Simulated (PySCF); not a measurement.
# C₂H₂FS−: electronic excitations and core binding energies

Wanted: the electronic excitations and core binding energies of C₂H₂FS− (`C=C(F)[S-]`), by calculation.

The runs use PySCF 2.14.0, with density-fitted response routines of our own; the level of theory stands in each step. All values are computed, except where a source is named. Atoms are numbered from 0 throughout.

## 1. The starting structure

6 atoms, charge -1, multiplicity 1; geometry from: GFN2-xTB.

Bonds of the start (Å): C0–C1 1.34, C1–F2 1.40, C1–S3 1.68, C0–H4 1.08, C0–H5 1.07.

## 2. TDDFT and polarisability: CAM-B3LYP/def2-SVPD

Job settings and geometry (Å):

```
{"job": {"kind": "uv", "xc": "CAM-B3LYP", "basis": "def2-SVPD", "nstates": 8, "ntriplets": 3}, "charge": -1, "multiplicity": 1}
C     -0.726617    -0.194512    -0.113754
C      0.549895     0.161368     0.081584
F      0.755101     1.532112     0.266718
S      1.926776    -0.806574     0.133724
H     -1.519960     0.535908    -0.123927
H     -0.982073    -1.226310    -0.265920
```

Level: TDDFT CAM-B3LYP/def2-SVPD, vertical, gas phase, core orbitals frozen in the response.

Launch:

```console
$ OMP_NUM_THREADS=1 python probes_run.py task.json out
```

One launch serves the whole session: the jobs run in the order shown.

What it wrote:

```text
coarse grid: 6128 points
cycle   1  E = -575.0334561846  dE =  3.527e-01  |g| = 5.575e-01  |ddm| = 3.292e+00
cycle   2  E = -575.0409726730  dE = -7.516e-03  |g| = 6.194e-01  |ddm| = 1.384e+00
cycle   3  E = -575.1127172598  dE = -7.174e-02  |g| = 7.681e-02  |ddm| = 6.889e-01
cycle   4  E = -575.1140957527  dE = -1.378e-03  |g| = 2.029e-02  |ddm| = 1.604e-01
cycle   5  E = -575.1141989144  dE = -1.032e-04  |g| = 5.866e-03  |ddm| = 4.379e-02
cycle   6  E = -575.1142064199  dE = -7.505e-06  |g| = 2.791e-03  |ddm| = 1.210e-02
final grid: 56512 points
cycle   7  E = -575.1790417294  dE = -9.697e-06  |g| = 6.073e-03  |ddm| = 2.773e-02
cycle   8  E = -575.1790366735  dE =  5.056e-06  |g| = 8.159e-03  |ddm| = 1.149e-02
cycle   9  E = -575.1790482472  dE = -1.157e-05  |g| = 1.579e-04  |ddm| = 6.550e-03
cycle  10  E = -575.1790482537  dE = -6.582e-09  |g| = 9.411e-05  |ddm| = 5.236e-04
cycle  11  E = -575.1790482557  dE = -1.991e-09  |g| = 4.111e-05  |ddm| = 2.093e-04
cycle  12  E = -575.1790482562  dE = -4.777e-10  |g| = 4.710e-06  |ddm| = 8.493e-05
converged SCF energy = -575.1790482562

Static polarisability (au): isotropic 64.663, principal 48.182 58.603 87.205

Singlet excitations
state   eV       nm        f      main configurations
  1   4.3156    287.3   0.00096   H->L 0.92
  2   4.6309    267.7   0.21444   H->L+2 0.97
  3   4.7041    263.6   0.01665   H->L+1 0.94
  4   4.7459    261.2   0.00005   H-1->L+2 0.92
  5   5.0383    246.1   0.06814   H-1->L+1 0.86
  6   5.1574    240.4   0.03542   H-1->L 0.80, H-1->L+1 0.09, H-1->L+4 0.09
  7   5.2060    238.2   0.00271   H->L+3 0.93
  8   5.4197    228.8   0.04990   H->L+4 0.88

Triplet excitations (Tamm-Dancoff, eV): 3.4687 4.2146 4.5704
```

Run time: 10 s. Hardware: 1 thread of Intel Xeon Platinum 8259CL at 2.50GHz, shared host; peak memory 0.44 GiB.

Frontier orbitals and where they lie:

```tsv
orbital	eV	atoms
HOMO−3	-6.07	S3 51 %, C1 20 %, F2 19 %
HOMO−2	-4.78	C1 30 %, C0 23 %, S3 23 %
HOMO−1	-2.28	S3 79 %, C1 11 %, F2 5 %
HOMO	-1.67	S3 54 %, C0 23 %, C1 18 %
LUMO	5.41	C0 35 %, S3 29 %, H5 16 %
LUMO+1	5.74	S3 88 %, C0 4 %
LUMO+2	5.91	S3 51 %, C1 22 %, C0 12 %
```

With each of the 8 states as a Gaussian band of 0.4 eV half-width at 1/e, the curve within the window shown has maxima at 263 nm (ε 11,000) L/(mol cm). Beyond the last state computed it falls off for lack of states. The curve at chosen wavelengths:

(nm, ε (L/mol/cm)): (217, 1529), (222, 2612), (226, 3597), (231, 4850), (236, 6046), (240, 6961), (245, 8094), (249, 8995), (254, 10029), (259, 10761), (263, 10970), (268, 10639), (273, 9667), (277, 8539), (282, 6905), (287, 5256), (291, 4059), (296, 2807), (301, 1852), (305, 1289), (310, 792), (314, 523), (319, 304), (324, 172), (328, 107), (333, 58)

Leading natural transition orbitals of singlet state 2: the hole lies on S3 66 %; C0 21 %; the particle on S3 30 %; C1 29 %; H5 16 %.

Leading natural transition orbitals of singlet state 1: the hole lies on S3 55 %; C0 28 %; C1 7 %; the particle on H5 42 %; H4 22 %; S3 13 %.

Ground-state properties from the same run:

```tsv
property	computed
polarisability (Å³)	9.58
HOMO–LUMO gap (eV)	7.07
−ε(HOMO) (eV)	1.67
```

The fields below are evaluated on a grid from the run's orbitals.

Frontier orbitals at CAM-B3LYP/def2-SVPD, with the share of their density that lies nearest to each atom:

```tsv
orbital	energy (eV)	lies on
HOMO	-1.67	S3 61 %; C0 24 %
LUMO	5.41	H5 42 %; H4 32 %; F2 10 %
```

ELF in a plane through or near 6 of the atoms.

Ten even steps from '0' (0.00) to '9' (1.00):
```
0000000000000000000000000000
0000000000000000000000000000
0000000123220000000000000000
0000002456653000000000000000
0000025788875100255300000000
0001247899985104899951000000
0013576224873028999972000000
0145781585552038999951000000
0157896121874454587410000000
0157888767832463826531000000
0156787645649382359984000000
0024542001442454799998200000
0000000025777401699999200000
0000000368447710069996000000
0000001357878730003431000000
0000000134566520000000000000
0000000001222100000000000000
0000000000000000000000000000
0000000000000000000000000000
0000000000000000000000000000
```
The map spans 8.9 Å across and 8.1 Å up, centred on the molecule. Atoms in the plane (x, y in Å): C0 (0.7, 0.1), C1 (-0.6, -0.1), F2 (-0.9, -1.5), S3 (-1.9, 1.0), H4 (1.5, -0.7), H5 (1.1, 1.1).

log10 of the density (e/Å³) in the same plane.

Ten even steps from ' ' (-4.0) to '@' (2.8):
```
            ................                            
        ..........::..........                          
      ....::::::::::::::::::........                    
    ..::::::--------------::::::::::......              
  ..::::----============----::--------::::..            
....::----==++++++++++====------======----::..          
..::----==++++******++++========++++++==----....        
..::--====++**%%@@##++++++==++++****++==----::..        
::::--====++++********++++++++******++====--::....      
..::----====++++++++**********##%%**++++==--::....      
..::----======++++++**##%%******##**++++==--::::..      
....::------======++++****++++++++****++====::::..      
....::::::----====++******++====++++++++==--::....      
  ......::::--==++**##%%**++====--======----::..        
    ......::--====++******++==----------::::....        
        ....::--====++++++==----::::::......            
          ....::------------::::......                  
            ......::::::::::......                      
                    ........                            
                                                        
```
The map spans 8.9 Å across and 8.1 Å up, centred on the molecule. Atoms in the plane (x, y in Å): C0 (0.7, 0.1), C1 (-0.6, -0.1), F2 (-0.9, -1.5), S3 (-1.9, 1.0), H4 (1.5, -0.7), H5 (1.1, 1.1).

On the surface of density 0.002 e/bohr³ the electrostatic potential runs, from the 1st to the 99th percentile, from -5.97 V near F2 to -3.21 V near H4.

## 3. X-ray photoelectron lines: SCAN, X2C

Settings changed since step 2:

```diff
@@ -1,2 +1,2 @@
-{"job": {"kind": "uv", "xc": "CAM-B3LYP", "basis": "def2-SVPD", "nstates": 8, "ntriplets": 3}, "charge": -1, "multiplicity": 1}
+{"job": {"kind": "xps"}, "charge": -1, "multiplicity": 1}
 C     -0.726617    -0.194512    -0.113754
```

With the program's defaults for keys left out, this is: delta-SCF UKS SCAN, pcX-2 on the ionised atom, pcseg-1 elsewhere, spin-free X2C.

What it wrote:

```text
ground state, core basis on atom 0 (C), 101 functions
  cycle   1  E = -576.39729901  |g| = 5.89e-01
  cycle   2  E = -576.36499396  |g| = 7.40e-01
  cycle   3  E = -576.48684544  |g| = 1.16e-01
  cycle   4  E = -576.48997545  |g| = 2.93e-02
  cycle   5  E = -576.49018469  |g| = 8.47e-03
  cycle   6  E = -576.49019101  |g| = 6.39e-03
  cycle   7  E = -576.49019893  |g| = 7.12e-04
  cycle   8  E = -576.49019828  |g| = 2.40e-04
  E(ground) = -576.50441438 Eh
hole in C 1s of atom 0
  cycle   1  E = -565.45703682  |g| = 1.51e+00
  cycle   2  E = -564.22736897  |g| = 2.04e+00
  cycle   3  E = -565.78580360  |g| = 6.25e-01
  cycle   4  E = -565.83630384  |g| = 5.81e-01
  cycle   5  E = -566.03623649  |g| = 1.17e-01
  cycle   6  E = -566.03984940  |g| = 7.28e-02
  cycle   7  E = -566.04145210  |g| = 1.75e-02
  cycle   8  E = -566.04157362  |g| = 6.18e-03
  cycle   9  E = -566.04159966  |g| = 1.37e-03
  cycle  10  E = -566.04160201  |g| = 6.07e-04
  cycle  11  E = -566.04160268  |g| = 1.85e-04
  E(ion) = -566.05622449 Eh   <S^2> = 0.7701   hole on atom = 1.000   binding energy = 284.310 eV
ground state, core basis on atom 1 (C), 101 functions
  cycle   1  E = -576.49452624  |g| = 6.40e-02
  cycle   2  E = -576.49386393  |g| = 5.93e-02
  cycle   3  E = -576.49437376  |g| = 3.89e-02
  cycle   4  E = -576.49476579  |g| = 6.57e-03
  cycle   5  E = -576.49478190  |g| = 1.84e-03
  cycle   6  E = -576.49478236  |g| = 2.77e-04
  E(ground) = -576.50804471 Eh
hole in C 1s of atom 1
  cycle   1  E = -565.34614935  |g| = 1.51e+00
  cycle   2  E = -562.23776994  |g| = 2.81e+00
  cycle   3  E = -565.44627357  |g| = 9.22e-01
  cycle   4  E = -565.71757351  |g| = 6.23e-01
  cycle   5  E = -565.87034158  |g| = 2.76e-01
  cycle   6  E = -565.89143922  |g| = 2.36e-01
  cycle   7  E = -565.92473481  |g| = 3.70e-02
  cycle   8  E = -565.92575464  |g| = 1.25e-02
  cycle   9  E = -565.92622104  |g| = 1.22e-02
  cycle  10  E = -565.92659844  |g| = 9.31e-03
  cycle  11  E = -565.92705001  |g| = 4.22e-03
  cycle  12  E = -565.92709678  |g| = 2.29e-03
  cycle  13  E = -565.92711439  |g| = 9.08e-04
  cycle  14  E = -565.92711537  |g| = 3.00e-04
  E(ion) = -565.94197585 Eh   <S^2> = 0.9062   hole on atom = 1.000   binding energy = 287.517 eV
ground state, core basis on atom 2 (F), 101 functions
  cycle   1  E = -576.53435390  |g| = 1.17e-01
  cycle   2  E = -576.53368852  |g| = 7.04e-02
  cycle   3  E = -576.53344469  |g| = 7.85e-02
  cycle   4  E = -576.53455478  |g| = 5.17e-03
  cycle   5  E = -576.53456356  |g| = 4.70e-04
  E(ground) = -576.55045635 Eh
hole in F 1s of atom 2
  cycle   1  E = -550.37573059  |g| = 2.59e+00
  cycle   2  E = -549.44308796  |g| = 2.51e+00
  cycle   3  E = -550.71795567  |g| = 9.65e-01
  cycle   4  E = -551.05786993  |g| = 6.44e-01
  cycle   5  E = -551.27393231  |g| = 1.17e-01
  cycle   6  E = -551.26342422  |g| = 1.75e-01
  cycle   7  E = -551.28425582  |g| = 1.21e-02
  cycle   8  E = -551.28432837  |g| = 5.08e-03
  cycle   9  E = -551.28434601  |g| = 9.92e-04
  cycle  10  E = -551.28434687  |g| = 3.79e-04
  E(ion) = -551.30696971 Eh   <S^2> = 0.7589   hole on atom = 1.000   binding energy = 686.910 eV
ground state, core basis on atom 3 (S), 112 functions
  cycle   1  E = -576.63263884  |g| = 4.08e-01
  cycle   2  E = -576.63175000  |g| = 8.49e-02
  cycle   3  E = -576.62832511  |g| = 1.50e-01
  cycle   4  E = -576.63317030  |g| = 1.00e-02
  cycle   5  E = -576.63317495  |g| = 6.97e-03
  cycle   6  E = -576.63319058  |g| = 7.15e-04
  cycle   7  E = -576.63318923  |g| = 2.28e-04
  E(ground) = -576.63288582 Eh
hole in S 1s of atom 3
  cycle   1  E = -484.65734319  |g| = 5.08e+00
  cycle   2  E = -484.93363182  |g| = 2.19e+00
  cycle   3  E = -484.91372559  |g| = 1.31e+00
  cycle   4  E = -485.78304240  |g| = 3.99e-01
  cycle   5  E = -485.86981901  |g| = 1.37e-01
  cycle   6  E = -485.87645517  |g| = 8.04e-02
  cycle   7  E = -485.87853699  |g| = 3.30e-02
  cycle   8  E = -485.87899127  |g| = 7.23e-03
  cycle   9  E = -485.87900673  |g| = 5.28e-03
  cycle  10  E = -485.87902006  |g| = 4.69e-04
  E(ion) = -485.87186221 Eh   <S^2> = 0.7514   hole on atom = 1.000   binding energy = 2469.733 eV
hole in S 2p of atom 3
  cycle   1  E = -570.20882468  |g| = 1.52e+00
  cycle   2  E = -570.08873300  |g| = 1.29e+00
  cycle   3  E = -570.52466139  |g| = 4.84e-01
  cycle   4  E = -570.63693407  |g| = 1.81e-01
  cycle   5  E = -570.64924169  |g| = 1.06e-01
  cycle   6  E = -570.65421522  |g| = 3.40e-02
  cycle   7  E = -570.65468909  |g| = 9.61e-03
  cycle   8  E = -570.65471791  |g| = 5.13e-03
  cycle   9  E = -570.65472846  |g| = 1.02e-03
  cycle  10  E = -570.65472995  |g| = 4.03e-04
  E(ion) = -570.66120385 Eh   <S^2> = 0.7532   hole on atom = 1.001   binding energy = 162.498 eV
  2p3/2 = 161.927 eV   2p1/2 = 163.168 eV
```

It took 24 s on 1 thread of Intel Xeon Platinum 8259CL at 2.50GHz, shared host; peak memory 0.44 GiB.

Binding energies by hole, beside the orbital energy of the ground state; the difference holds orbital relaxation and, for a density functional, its self-interaction error:

```tsv
hole	stands for	environment	ΔSCF (eV; 2p as the shell's mean)	−ε (eV)	⟨S²⟩
C1s on C0	C0	terminal =CH2 carbon	284.31	267.9	0.770
C1s on C1	C1	fully substituted alkene carbon	287.52 (doubtful)	271.0	0.906
F1s on F2	F2	vinylic fluorine	686.91	661.4	0.759
S1s on S3	S3	sulfur bonded to C	2469.73	2407.8	0.751
S2p on S3	S3	sulfur bonded to C	162.34	150.9	0.753
```

Doubtful: the ion did not converge, its hole moved, or its ⟨S²⟩ is well above 0.75.

With the spin-orbit splitting: S3 2p3/2 161.93, 2p1/2 163.17 eV. The table gives each 2p level as the mean over the whole 2p shell (two parts 2p3/2, one part 2p1/2), which differs a little from the single hole in the log.

## 4. What came out

```
                                                    quantity                        value
                        lowest singlet (CAM-B3LYP/def2-SVPD)  4.32 eV (287 nm), f = 0.001
                    brightest single state of those computed  state 2, 4.63 eV, f = 0.214
                                              lowest triplet                      3.47 eV
C1s binding energies, SCAN/pcX-2 (standing for 1 of 2 atoms)                 C0 284.31 eV
                            F1s binding energies, SCAN/pcX-2                 F2 686.91 eV
                            S1s binding energies, SCAN/pcX-2                S3 2469.73 eV
                            S2p binding energies, SCAN/pcX-2                 S3 162.34 eV
```

In words: The first singlet state (HOMO→LUMO 0.92) lies at 4.32 eV and is dark; of the 8 states computed, the strongest absorption comes from state 2 at 4.63 eV. The lowest triplet lies 0.85 eV below the lowest singlet (triplets in Tamm-Dancoff, singlets in full TDDFT). The lowest singlet lies above −ε(HOMO); no detachment energy was computed, so the anion's states may not be bound.
